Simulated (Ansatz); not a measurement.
A run for Ansatz (a quantum-chemistry and plane-wave program): R-CCSD(T)/aug-cc-pV(D+d)Z on ClF (SMILES FCl) with ghost functions. Files ending in .json are basis or fitting sets from the Basis Set Exchange.

Ansatz 0.2 input:
```yaml
crystal:
  periodic: [false, false, false]
  atoms:
    - {symbol: Cl, position_ang: [-0.31586800, -0.00006600, -0.01691400]}
    - {symbol: F, position_ang: [-1.97230800, 0.00007400, 0.02657000]}
basis:
  gaussian:
    orbitals: aug-cc-pV_D+d_Z.json
    ghost_atoms:
      - {symbol: O, position_ang: [2.23981900, 0.00002700, -0.08823100]}
      - {symbol: H, position_ang: [2.60088700, 0.76196300, 0.37705500]}
      - {symbol: H, position_ang: [2.60108700, -0.76172700, 0.37719400]}
magnetization: {spin_polarized: false}
correlation: {method: ccsd_t, electrons: outside_noble_gas}
scf: {lower_state_search: off}
```

**Question.** What total energy does the run end on?

**Answer.** -559.2544 hartree (reference determinant -558.8631, T1 diagnostic 0.014).
